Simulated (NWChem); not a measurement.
All runs are NWChem calculations. System: NO₂, charge 0, spin multiplicity 2, at a geometry optimised with UB3LYP/def2-SVP. The structure started from a generated list of species. Its SCF solution wasn't tested for a lower state. Level: G0W0@UCAM-B3LYP/def2-TZVP, RI basis def2-tzvp-rifit.

Input file:

```
start mol
memory heap 200 mb stack 700 mb global 1700 mb
geometry units angstroms nocenter noautoz
  O     -1.099437     0.000000     0.139935
  N      0.000000     0.000000    -0.319852
  O      1.099437     0.000000     0.139935
  symmetry group C2v
end
basis spherical
  * library def2-tzvp
end
basis "ri basis" bse spherical
  * library def2-tzvp-rifit
end
dft
  xc xcamb88 1.00 lyp 0.81 vwn_5 0.19 hfexch 1.00
  cam 0.33 cam_alpha 0.19 cam_beta 0.46
  odft
  mult 2
  direct
  iterations 100
  tolerances tight
end
task dft energy
gw
  states alpha occ 4 vir 2
  states beta occ 4 vir 2
end
task dft gw
```

Output (cleaned and shortened):

```
             Northwest Computational Chemistry Package (NWChem) 7.3.0
             --------------------------------------------------------

                                NWChem Input Module
                                -------------------

 Scaling coordinates for geometry "geometry" by  1.889725989
 (inverse scale =  0.529177249)

 Turning off AUTOSYM since
 SYMMETRY directive was detected!

                             Geometry "geometry" -> ""
                             -------------------------

 Output coordinates in angstroms (scale by  1.889725989 to convert to a.u.)

  No.       Tag          Charge          X              Y              Z
 ---- ---------------- ---------- -------------- -------------- --------------
    1 O                    8.0000    -1.09943700     0.00000000     0.13993500
    2 N                    7.0000     0.00000000     0.00000000    -0.31985200
    3 O                    8.0000     1.09943700     0.00000000     0.13993500

 Effective nuclear repulsion energy (a.u.)      65.1357033684

            Nuclear Dipole moment (a.u.)
            ----------------------------
        X                 Y               Z
 ---------------- ---------------- ----------------
     0.0000000000     0.0000000000    -0.0000075589

      Symmetry information
      --------------------

 Group name             C2v
 Group number             16
 Group order               4
 No. of unique centers     2

      Symmetry unique atoms

     1    2


 Summary of "ao basis" -> "" (spherical)
 ------------------------------------------------------------------------------
       Tag                 Description            Shells   Functions and Types
 ---------------- ------------------------------  ------  ---------------------
 *                         def2-tzvp                  on all atoms

 new library libraries.bse/

 Summary of "ri basis" -> "" (spherical)
 ------------------------------------------------------------------------------
       Tag                 Description            Shells   Functions and Types
 ---------------- ------------------------------  ------  ---------------------
[...]
     2   2 0 0    -13.467639    -42.688557    -39.844136     69.065053
     2   1 1 0     -0.000000     -0.000000     -0.000000      0.000000
     2   1 0 1      0.000000      0.000000      0.000000      0.000000
     2   0 2 0    -11.052166     -5.730094     -5.322072      0.000000
     2   0 1 1     -0.000000     -0.000000     -0.000000      0.000000
     2   0 0 2    -11.607576     -8.553152     -6.730642      3.676218

 Task  times  cpu:       11.8s     wall:       11.8s

                                NWChem Input Module
                                -------------------

                                 NWChem GW Module
                                 ----------------

                             ***********************
                             ***        GW       ***
                             ***********************

 Summary of "ri basis" -> "ri basis" (spherical)
 ------------------------------------------------------------------------------
       Tag                 Description            Shells   Functions and Types
 ---------------- ------------------------------  ------  ---------------------
 O                      def2-tzvp-rifit             22       76   8s6p4d3f1g
 N                      def2-tzvp-rifit             22       76   8s6p4d3f1g

  int_init: cando_txs set to always be  F
  int_init: cando_txs set to always be  F

                 Memory Information
                 ------------------
          Available GA per process is          1699.9 MBs
          Available stack per process is        700.0 MBs
          Available heap per process is           0.0 MBs

          Peak memory in Initialization
              Peak GA per process is                  4.9 MBs
              Peak stack per process is               0.1 MBs
              Peak heap per process is                5.0 MBs
              Memory not in MA per process            0.0 MBs

          Peak memory in AFF Calculation
              Peak GA per process is                 34.3 MBs
              Peak stack per process is              26.8 MBs
              Peak heap per process is                0.0 MBs
              Memory not in MA per process           26.8 MBs

          Computing 2-center integrals
          Computing Inverse Cholesky factor
          Computing 3-center integrals
          Computing V_xc ...

          Computing Sigma_x
          Computing RPA polarizability
          Solving quasiparticle equations

                  Alpha Orbitals
          State     Energy (eV)     Error (eV)
          -----------------------------------
@GW         9        -18.894           0.002
@GW        10        -13.825           0.003
@GW        11        -13.755           0.003
@GW        12        -11.207           0.003
@GW        13          0.876           0.004
@GW        14          6.752           0.003

                   Beta Orbitals
          State     Energy (eV)     Error (eV)
          -----------------------------------
@GW         8        -18.681           0.003
@GW         9        -17.853           0.002
@GW        10        -13.538           0.003
@GW        11        -12.798           0.003
@GW        12         -0.858           0.004
@GW        13          1.370           0.004

   Applying  -1.2913 eV scissor-shift to rest of particle states

   Applying   1.9906 eV scissor-shift to rest of hole states

   Applying  -1.4557 eV scissor-shift to rest of particle states

   Applying   1.8044 eV scissor-shift to rest of hole states

     GW Timing Statistics
   ------------------------
   Init.   :          0.0s
     ERIs  :          0.3s
     Distr.:          0.0s
     Vxc   :          0.9s
   Sigma_x :          0.0s
   RPA     :          1.1s
   Wmn     :          0.0s
   Sigma_c :          0.0s
   GW total:          2.4s

 Task  times  cpu:        2.4s     wall:        2.4s

 Total times  cpu:       14.2s     wall:       14.2s
```
